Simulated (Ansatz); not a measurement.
We consider bcc W, described by RPBE (Ansatz, an electronic-structure program, plane waves, PAW).

Run with plane-wave cutoff 520 eV, 24×24×24 k mesh, Fermi–Dirac smearing 0.05 eV, no spin polarisation, scalar-relativistic PAW data made under PBE.

A third-order Birch–Murnaghan fit to the energies gives V0 = 16.334 Å³/atom, B0 = 293 GPa, B′ = 4.1.

| V (Å³/atom) | P (GPa) |
|---|---|
| 15.354 | 20.62 |
| 15.680 | ? |
| 16.007 | 6.19 |
| 16.334 | 0.01 |
| 16.660 | ? |
| 16.987 | ? |
| 17.314 | -15.13 |

Task: Estimate the withheld pressures from this fit; the answers are the runs' own values.

Result: 
- 15.680, P (GPa): 13.04
- 16.660, P (GPa): -5.57
- 16.987, P (GPa): -10.60

The formula P = (3/2) B0 (x^(7/3) − x^(5/3)) [1 + (3/4)(B′ − 4)(x^(2/3) − 1)] with x = V0/V meets the computed pressures within 0.04 GPa when these rounded values are put in.

Measured, for comparison: bulk modulus 312 GPa (zero-point energy and finite temperature contributions removed, our sources range from 300 to 328; as tabulated in doi:10.1021/acs.jctc.3c00612); equilibrium volume per atom 15.78 Å³/atom (static lattice: zero-point anharmonic expansion removed; as tabulated in Mejia-Rodriguez and Trickey (2018), arXiv:1807.09216). Computed (rounded) less measured: bulk modulus -6 % (-2 % to -11 % over the range), equilibrium volume per atom +3.5 %.

Spin–orbit coupling is not included.

Static lattice: no zero-point or thermal effects.
